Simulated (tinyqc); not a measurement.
CCD on RHF in the sto-3g basis, for HF, spin multiplicity 1, step by step (part 1 of 2). Computed by tinyqc, a small Python program that keeps every step (integrals from PySCF). Settings: charge = 0, multiplicity = 1, basis = sto-3g, method = RHF, energy threshold = 1e-10, iteration cap = 86, orthogonalisation = symmetric, start = atomic densities, DIIS depth = 6, amplitude equations = CCD, DIIS depth for amplitudes = 6, cap on updates = 87. Command: `OMP_NUM_THREADS=1 python tinyqc.py 24030 24031 out.jsonl` (the two numbers bound the seeds that draw the settings). One thread of a shared host (Intel(R) Xeon(R) Processor @ 2.60GHz), about 0.09 s of CPU time with the checks. Later iterations appear only in the table of the cycle.

## One-electron integrals

Geometry (angstrom):
```
atom         x         y         z
F     0.000000  0.000000  0.000000
H     0.000000  0.000000  1.186000
```

Basis sto-3g: exponents (1/bohr^2) and contraction coefficients of normalised primitives:
```
element  l (shell)    exponent  coefficient
F            s (1)  166.679130     0.154329
F            s (1)   30.360812     0.535328
F            s (1)    8.216821     0.444635
F            s (2)    6.464803    -0.099967
F            s (2)    1.502281     0.399513
F            s (2)    0.488588     0.700115
F            p (3)    6.464803     0.155916
F            p (3)    1.502281     0.607684
F            p (3)    0.488588     0.391957
H            s (1)    3.425251     0.154329
H            s (1)    0.623914     0.535328
H            s (1)    0.168855     0.444635
```

Overlap, kinetic and nuclear-attraction integrals over the contracted functions; the nuclear repulsion is the sum of Za Zb / Rab.

nuclear repulsion = 4.01567867 hartree

overlap S:
```
           1F 1s     1F 2s    1F 2px    1F 2py    1F 2pz     2H 1s
1F 1s   1.000000  0.237990  0.000000  0.000000  0.000000  0.026019
1F 2s   0.237990  1.000000  0.000000  0.000000  0.000000  0.290353
1F 2px  0.000000  0.000000  1.000000  0.000000  0.000000  0.000000
1F 2py  0.000000  0.000000  0.000000  1.000000  0.000000  0.000000
1F 2pz  0.000000  0.000000  0.000000  0.000000  1.000000  0.251257
2H 1s   0.026019  0.290353  0.000000  0.000000  0.251257  1.000000
```

kinetic energy T (hartree):
```
            1F 1s      1F 2s    1F 2px    1F 2py    1F 2pz      2H 1s
1F 1s   36.984577  -0.212858  0.000000  0.000000  0.000000  -0.007666
1F 2s   -0.212858   1.037995  0.000000  0.000000  0.000000   0.027053
1F 2px   0.000000   0.000000  3.248015  0.000000  0.000000   0.000000
1F 2py   0.000000   0.000000  0.000000  3.248015  0.000000   0.000000
1F 2pz   0.000000   0.000000  0.000000  0.000000  3.248015   0.108664
2H 1s   -0.007666   0.027053  0.000000  0.000000  0.108664   0.760032
```

nuclear attraction V (hartree):
```
             1F 1s       1F 2s      1F 2px      1F 2py      1F 2pz      2H 1s
1F 1s   -77.455766   -9.282997    0.000000    0.000000   -0.009001  -1.039544
1F 2s    -9.282997  -11.987003    0.000000    0.000000   -0.111831  -2.505551
1F 2px    0.000000    0.000000  -11.874468    0.000000    0.000000   0.000000
1F 2py    0.000000    0.000000    0.000000  -11.874468    0.000000   0.000000
1F 2pz   -0.009001   -0.111831    0.000000    0.000000  -11.934389  -1.870477
2H 1s    -1.039544   -2.505551    0.000000    0.000000   -1.870477  -5.183085
```

core Hamiltonian H = T + V (hartree):
```
             1F 1s       1F 2s     1F 2px     1F 2py     1F 2pz      2H 1s
1F 1s   -40.471189   -9.495854   0.000000   0.000000  -0.009001  -1.047209
1F 2s    -9.495854  -10.949007   0.000000   0.000000  -0.111831  -2.478497
1F 2px    0.000000    0.000000  -8.626453   0.000000   0.000000   0.000000
1F 2py    0.000000    0.000000   0.000000  -8.626453   0.000000   0.000000
1F 2pz   -0.009001   -0.111831   0.000000   0.000000  -8.686375  -1.761812
2H 1s    -1.047209   -2.478497   0.000000   0.000000  -1.761812  -4.423053
```

## Two-electron integrals

Functions are numbered as in S; the eight-fold symmetry (ij|kl) = (ji|kl) = (kl|ij) leaves the list below.

Two-electron integrals (ij|kl) in chemists' order, unique and non-zero (hartree):
```
(11|11) 5.403501   (21|11) 0.841920   (21|21) 0.156299   (22|11) 1.268028
(22|21) 0.292344   (22|22) 0.926167   (31|31) 0.027998   (32|31) 0.043169
(32|32) 0.204588   (33|11) 1.264502   (33|21) 0.292403   (33|22) 0.925959
(33|33) 0.997514   (41|41) 0.027998   (42|41) 0.043169   (42|42) 0.204588
(43|43) 0.053770   (44|11) 1.264502   (44|21) 0.292403   (44|22) 0.925959
(44|33) 0.889973   (44|44) 0.997514   (51|51) 0.027998   (52|51) 0.043169
(52|52) 0.204588   (53|53) 0.053770   (54|54) 0.053770   (55|11) 1.264502
(55|21) 0.292403   (55|22) 0.925959   (55|33) 0.889973   (55|44) 0.889973
(55|55) 0.997514   (61|11) 0.093152   (61|21) 0.017160   (61|22) 0.031937
(61|33) 0.031888   (61|44) 0.031888   (61|51) 0.000689   (61|52) 0.001300
(61|55) 0.032040   (61|61) 0.001903   (62|11) 0.254276   (62|21) 0.059490
(62|22) 0.212505   (62|33) 0.209306   (62|44) 0.209306   (62|51) 0.004040
(62|52) 0.032576   (62|55) 0.218690   (62|61) 0.006635   (62|62) 0.061855
(63|31) 0.006003   (63|32) 0.036425   (63|53) 0.006718   (63|63) 0.008854
(64|41) 0.006003   (64|42) 0.036425   (64|54) 0.006718   (64|64) 0.008854
(65|11) 0.180706   (65|21) 0.042795   (65|22) 0.163682   (65|33) 0.156863
(65|44) 0.156863   (65|51) 0.008531   (65|52) 0.060000   (65|55) 0.177131
(65|61) 0.004955   (65|62) 0.058570   (65|65) 0.063961   (66|11) 0.439415
(66|21) 0.104459   (66|22) 0.431424   (66|33) 0.417848   (66|44) 0.417848
(66|51) 0.008173   (66|52) 0.094278   (66|55) 0.458168   (66|61) 0.011700
(66|62) 0.167331   (66|65) 0.184784   (66|66) 0.774606
```

## Orthogonalisation

S = U s U^T; symmetric (Loewdin) form X = U s^(-1/2) U^T, so that X^T S X = 1.

eigenvalues of S: 0.580665  0.849676  1.000000  1.000000  1.128612  1.441047

X:
```
            1F 1s      1F 2s    1F 2px    1F 2py     1F 2pz      2H 1s
1F 1s    1.022714  -0.127653  0.000000  0.000000  -0.003570   0.015477
1F 2s   -0.127653   1.059513  0.000000  0.000000   0.031524  -0.163877
1F 2px   0.000000   0.000000  1.000000  0.000000   0.000000   0.000000
1F 2py   0.000000   0.000000  0.000000  1.000000   0.000000   0.000000
1F 2pz  -0.003570   0.031524  0.000000  0.000000   1.026608  -0.138884
2H 1s    0.015477  -0.163877  0.000000  0.000000  -0.138884   1.062667
```

## Starting guess

The start is atomic minimal-basis densities projected into this basis (PySCF's MINAO start) and scaled to the electron count of each spin; this density is not idempotent, so its energy is not variational and may lie below the converged one.

D at the start:
```
            1F 1s      1F 2s    1F 2px    1F 2py     1F 2pz      2H 1s
1F 1s    2.157013  -0.507519  0.000000  0.000000   0.011397  -0.015035
1F 2s   -0.507519   2.136348  0.000000  0.000000  -0.061389   0.055207
1F 2px   0.000000   0.000000  1.636736  0.000000   0.000000   0.000000
1F 2py   0.000000   0.000000  0.000000  1.636736   0.000000   0.000000
1F 2pz   0.011397  -0.061389  0.000000  0.000000   1.546467   0.171934
2H 1s   -0.015035   0.055207  0.000000  0.000000   0.171934   1.010593
```

## Iteration 1: building the Fock matrix

J_ij = sum D_kl (ij|kl), K_ij = sum D_kl (ik|jl); F = H + J - 0.5 K; E = tr D H + tr D J / 2 - 0.25 tr D K + E_nn.

Coulomb J (hartree):
```
            1F 1s     1F 2s    1F 2px    1F 2py    1F 2pz     2H 1s
1F 1s   20.136099  3.817630  0.000000  0.000000  0.006956  0.419732
1F 2s    3.817630  9.394877  0.000000  0.000000  0.095332  2.157399
1F 2px   0.000000  0.000000  9.372915  0.000000  0.000000  0.000000
1F 2py   0.000000  0.000000  0.000000  9.372915  0.000000  0.000000
1F 2pz   0.006956  0.095332  0.000000  0.000000  9.411956  1.691322
2H 1s    0.419732  2.157399  0.000000  0.000000  1.691322  4.692910
```

exchange K (hartree):
```
            1F 1s     1F 2s    1F 2px    1F 2py    1F 2pz     2H 1s
1F 1s   11.270949  1.934367  0.000000  0.000000  0.005820  0.235876
1F 2s    1.934367  3.100501  0.000000  0.000000  0.051658  0.866023
1F 2px   0.000000  0.000000  2.272571  0.000000  0.000000  0.000000
1F 2py   0.000000  0.000000  0.000000  2.272571  0.000000  0.000000
1F 2pz   0.005820  0.051658  0.000000  0.000000  2.304198  0.632396
2H 1s    0.235876  0.866023  0.000000  0.000000  0.632396  1.114809
```

Fock matrix F (hartree):
```
             1F 1s      1F 2s     1F 2px     1F 2py     1F 2pz      2H 1s
1F 1s   -25.970565  -6.645408   0.000000   0.000000  -0.004955  -0.745416
1F 2s    -6.645408  -3.104381   0.000000   0.000000  -0.042329  -0.754110
1F 2px    0.000000   0.000000  -0.389824   0.000000   0.000000   0.000000
1F 2py    0.000000   0.000000   0.000000  -0.389824   0.000000   0.000000
1F 2pz   -0.004955  -0.042329   0.000000   0.000000  -0.426518  -0.386689
2H 1s    -0.745416  -0.754110   0.000000   0.000000  -0.386689  -0.287548
```

total energy of this density = -99.15716124 hartree

This density is the starting one; it is not idempotent, so its energy is not variational and may lie below the converged one.

## Iteration 1: diagonalisation and new density

Diagonalise F' = X^T F X, C = X C', fill 5 alpha and 5 beta electrons from the bottom; D = 2 C_occ C_occ^T. Each column has its largest component positive (the first on a tie).

F' = X^T F X (hartree):
```
            1          2          3          4          5          6
1  -25.499850  -3.399923   0.000000   0.000000  -0.021578  -0.057928
2   -3.399923  -1.886744   0.000000   0.000000   0.038537  -0.387425
3    0.000000   0.000000  -0.389824   0.000000   0.000000   0.000000
4    0.000000   0.000000   0.000000  -0.389824   0.000000   0.000000
5   -0.021578   0.038537   0.000000   0.000000  -0.343555  -0.346490
6   -0.057928  -0.387425   0.000000   0.000000  -0.346490  -0.038457
```

orbital energies (hartree): MO1 -25.980129, MO2 -1.505161, MO3 -0.540900, MO4 -0.389824, MO5 -0.389824, MO6 0.257583

coefficients C:
```
              MO1        MO2        MO3        MO4       MO5        MO6
1F 1s    0.994881  -0.257366   0.045844   0.000000  0.000000   0.066072
1F 2s    0.021032   0.989260  -0.225529   0.000000  0.000000  -0.369825
1F 2px   0.000000   0.000000   0.000000  -0.247233  0.968956   0.000000
1F 2py   0.000000   0.000000   0.000000   0.968956  0.247233   0.000000
1F 2pz   0.000973   0.038495   0.817421   0.000000  0.000000  -0.636049
2H 1s   -0.003101   0.108604   0.409984   0.000000  0.000000   0.997874
```

D after iteration 1:
```
            1F 1s      1F 2s    1F 2px    1F 2py     1F 2pz      2H 1s
1F 1s    2.116253  -0.488033  0.000000  0.000000   0.057070  -0.024481
1F 2s   -0.488033   2.059881  0.000000  0.000000  -0.292499   0.029818
1F 2px   0.000000   0.000000  2.000000  0.000000   0.000000   0.000000
1F 2py   0.000000   0.000000  0.000000  2.000000   0.000000   0.000000
1F 2pz   0.057070  -0.292499  0.000000  0.000000   1.339321   0.678615
2H 1s   -0.024481   0.029818  0.000000  0.000000   0.678615   0.359783
```

Within a degenerate level the vectors are fixed only up to a rotation; this is one choice.

## Iteration 7 (converged): orbitals

converged F (hartree):
```
             1F 1s      1F 2s     1F 2px     1F 2py     1F 2pz      2H 1s
1F 1s   -25.913621  -6.624985   0.000000   0.000000  -0.016443  -0.738958
1F 2s    -6.624985  -3.019617   0.000000   0.000000  -0.031419  -0.709123
1F 2px    0.000000   0.000000  -0.462705   0.000000   0.000000   0.000000
1F 2py    0.000000   0.000000   0.000000  -0.462705   0.000000   0.000000
1F 2pz   -0.016443  -0.031419   0.000000   0.000000  -0.233461  -0.451840
2H 1s    -0.738958  -0.709123   0.000000   0.000000  -0.451840  -0.324100
```

As before.

F' = X^T F X (hartree):
```
            1          2          3          4          5          6
1  -25.444120  -3.396235   0.000000   0.000000  -0.036746  -0.056200
2   -3.396235  -1.810835   0.000000   0.000000   0.064547  -0.350543
3    0.000000   0.000000  -0.462705   0.000000   0.000000   0.000000
4    0.000000   0.000000   0.000000  -0.462705   0.000000   0.000000
5   -0.036746   0.064547   0.000000   0.000000  -0.121731  -0.440952
6   -0.056200  -0.350543   0.000000   0.000000  -0.440952  -0.069503
```

orbital energies (hartree): MO1 -25.922950, MO2 -1.419225, MO3 -0.501365, MO4 -0.462705, MO5 -0.462705, MO6 0.397352

coefficients C:
```
              MO1        MO2        MO3       MO4        MO5        MO6
1F 1s    0.994948  -0.257345   0.055066  0.000000   0.000000   0.057542
1F 2s    0.020799   0.990621  -0.282481  0.000000   0.000000  -0.324273
1F 2px   0.000000   0.000000   0.000000  0.063766   0.997965   0.000000
1F 2py   0.000000   0.000000   0.000000  0.997965  -0.063766   0.000000
1F 2pz   0.001460   0.031230   0.685898  0.000000   0.000000  -0.776392
2H 1s   -0.003379   0.106446   0.588351  0.000000   0.000000   0.904514
```

D after iteration 7:
```
            1F 1s      1F 2s    1F 2px    1F 2py     1F 2pz      2H 1s
1F 1s    2.118361  -0.499585  0.000000  0.000000   0.062370   0.003286
1F 2s   -0.499585   2.123117  0.000000  0.000000  -0.325571  -0.121641
1F 2px   0.000000   0.000000  2.000000  0.000000   0.000000   0.000000
1F 2py   0.000000   0.000000  0.000000  2.000000   0.000000   0.000000
1F 2pz   0.062370  -0.325571  0.000000  0.000000   0.942868   0.813737
2H 1s    0.003286  -0.121641  0.000000  0.000000   0.813737   0.714998
```

Within a degenerate level the vectors are fixed only up to a rotation; this is one choice.

## Convergence

Stop when the energy changes by less than 1e-10 hartree and every element of the error matrix X^T (F D S - S D F) X is below 3e-06.

Course of the cycle:
```
iteration   E (hartree)     change  largest element of the error matrix
1          -99.15716124          -                             8.28e-01
2          -98.46777359   6.89e-01                             3.04e-01
3          -98.52713288  -5.94e-02                             2.12e-02
4          -98.52755567  -4.23e-04                             2.98e-03
5          -98.52756155  -5.88e-06                             3.50e-05
6          -98.52756155  -1.04e-09                             3.45e-07
7          -98.52756155  -8.53e-14                             1.32e-10
```

PySCF RHF in the same basis = -98.52756155 hartree

Converged in 7 iterations.

## Populations, bond orders and dipole

Mulliken: Z minus the diagonal of D S on the atom; Loewdin: the same with S^(1/2) D S^(1/2); Mayer order: 2 sum_s sum (D(s) S)_ij (D(s) S)_ji over the two atoms.

Charges (e):
```
atom   Mulliken    Loewdin
1F    -0.115779  -0.094071
2H     0.115779   0.094071
```

Mayer bond orders:
```
pair     order
2-1   0.986595
```

dipole moment about the origin, x y z (debye): 0.000000  0.000000  1.064236

## Integrals over molecular orbitals

(pq|rs) = sum C_ip C_jq C_kr C_ls (ij|kl), one index at a time.

one-electron integrals over orbitals h = C^T H C (hartree):
```
            1          2          3          4          5          6
1  -40.453773   0.719973  -0.145576   0.000000   0.000000  -0.157200
2    0.719973  -9.125682   0.513986   0.000000   0.000000   0.850767
3   -0.145576   0.513986  -6.941928   0.000000   0.000000   2.195280
4    0.000000   0.000000   0.000000  -8.626453   0.000000   0.000000
5    0.000000   0.000000   0.000000   0.000000  -8.626453   0.000000
6   -0.157200   0.850767   2.195280   0.000000   0.000000  -6.021754
```

Two-electron integrals over orbitals (pq|rs), unique and non-zero (hartree):
```
(11|11) 5.364183    (21|11) -0.519495   (21|21) 0.079333    (22|11) 1.228102
(22|21) -0.022351   (22|22) 0.868945    (31|11) 0.110339    (31|21) -0.016175
(31|22) 0.007486    (31|31) 0.018122    (32|11) -0.125923   (32|21) 0.005631
(32|22) -0.043661   (32|31) 0.020611    (32|32) 0.139783    (33|11) 0.905445
(33|21) -0.008811   (33|22) 0.703635    (33|31) -0.002553   (33|32) -0.018994
(33|33) 0.690345    (41|41) 0.029545    (42|41) 0.039963    (42|42) 0.188163
(43|41) -0.007732   (43|42) -0.030573   (43|43) 0.037132    (44|11) 1.264023
(44|21) -0.014992   (44|22) 0.892370    (44|31) 0.003246    (44|32) -0.069201
(44|33) 0.691057    (44|44) 0.997514    (51|51) 0.029545    (52|51) 0.039963
(52|52) 0.188163    (53|51) -0.007732   (53|52) -0.030573   (53|53) 0.037132
(54|54) 0.053770    (55|11) 1.264023    (55|21) -0.014992   (55|22) 0.892370
(55|31) 0.003246    (55|32) -0.069201   (55|33) 0.691057    (55|44) 0.889973
(55|55) 0.997514    (61|11) 0.116247    (61|21) -0.018631   (61|22) 0.002498
(61|31) -0.011776   (61|32) -0.023611   (61|33) 0.006643    (61|44) 0.003351
(61|55) 0.003351    (61|61) 0.020753    (62|11) -0.169211   (62|21) 0.004345
(62|22) -0.093263   (62|31) -0.019969   (62|32) -0.072264   (62|33) -0.023753
(62|44) -0.091891   (62|55) -0.091891   (62|61) 0.018510    (62|62) 0.091874
(63|11) -0.410877   (63|21) 0.006928    (63|22) -0.225369   (63|31) 0.001565
(63|32) 0.084377    (63|33) -0.098090   (63|44) -0.237795   (63|55) -0.237795
(63|61) -0.005137   (63|62) 0.040399    (63|63) 0.222637    (64|41) -0.007588
(64|42) -0.030868   (64|43) -0.021221   (64|64) 0.029471    (65|51) -0.007588
(65|52) -0.030868   (65|53) -0.021221   (65|65) 0.029471    (66|11) 0.847991
(66|21) -0.009026   (66|22) 0.646487    (66|31) 0.011111    (66|32) 0.050083
(66|33) 0.653810    (66|44) 0.629184    (66|55) 0.629184    (66|61) -0.007734
(66|62) -0.056330   (66|63) -0.024075   (66|66) 0.682884
```

## CCD: starting amplitudes

t_ij^ab = <ij||ab> / (e_i + e_j - e_a - e_b), whose energy is MP2.

Starting amplitudes (spin orbitals 1a, 1b, ...; amplitudes related by a flip of all spins are not repeated):
```
from      to          t
3a 3b  6a 6b  -0.123864
2a 2b  6a 6b  -0.025288
5a 5b  6a 6b  -0.017133
4a 4b  6a 6b  -0.017133
2a 3b  6a 6b  -0.014878
1a 2b  6a 6b  -0.000658
1a 1b  6a 6b  -0.000394
1a 3b  6a 6b   0.000189
```

correlation energy = -0.03214654 hartree

## CCD: amplitude update 1

t_ij^ab D_ij^ab are set to the remaining terms of the spin-orbital equations, evaluated with the old amplitudes; for the doubles these are <ij||ab> + 1/2 <ab||ef> t_ij^ef + 1/2 <mn||ij> t_mn^ab + P(ij)P(ab) <mb||ej> t_im^ae + terms in t^2, D the orbital-energy denominators.

Amplitudes after update 1 (spin orbitals 1a, 1b, ...; amplitudes related by a flip of all spins are not repeated):
```
from      to          t
3a 3b  6a 6b  -0.175157
2a 2b  6a 6b  -0.025276
2a 3b  6a 6b  -0.023817
5a 5b  6a 6b  -0.019071
4a 4b  6a 6b  -0.019071
1a 2b  6a 6b  -0.000539
1a 1b  6a 6b  -0.000296
1a 3b  6a 6b   0.000079
```

correlation energy = -0.04439405 hartree

## CCD: amplitude update 2

As before.

Amplitudes after update 2 (spin orbitals 1a, 1b, ...; amplitudes related by a flip of all spins are not repeated):
```
from      to          t
3a 3b  6a 6b  -0.196494
2a 3b  6a 6b  -0.027632
2a 2b  6a 6b  -0.023526
5a 5b  6a 6b  -0.018934
4a 4b  6a 6b  -0.018934
1a 2b  6a 6b  -0.000495
1a 1b  6a 6b  -0.000284
1a 3b  6a 6b   0.000033
```

correlation energy = -0.04928156 hartree

## CCD: amplitude update 3

t_ij^ab D_ij^ab are set to the remaining terms of the spin-orbital equations, evaluated with the old amplitudes; for the doubles these are <ij||ab> + 1/2 <ab||ef> t_ij^ef + 1/2 <mn||ij> t_mn^ab + P(ij)P(ab) <mb||ej> t_im^ae + terms in t^2, D the orbital-energy denominators. DIIS then mixes the stored amplitudes.

DIIS coefficients: -0.710005  1.710005

Amplitudes after update 3 (spin orbitals 1a, 1b, ...; amplitudes related by a flip of all spins are not repeated):
```
from      to          t
3a 3b  6a 6b  -0.211671
2a 3b  6a 6b  -0.030203
2a 2b  6a 6b  -0.021801
5a 5b  6a 6b  -0.018525
4a 4b  6a 6b  -0.018525
1a 2b  6a 6b  -0.000472
1a 1b  6a 6b  -0.000279
1a 3b  6a 6b   1.37e-06
```

correlation energy = -0.05268441 hartree
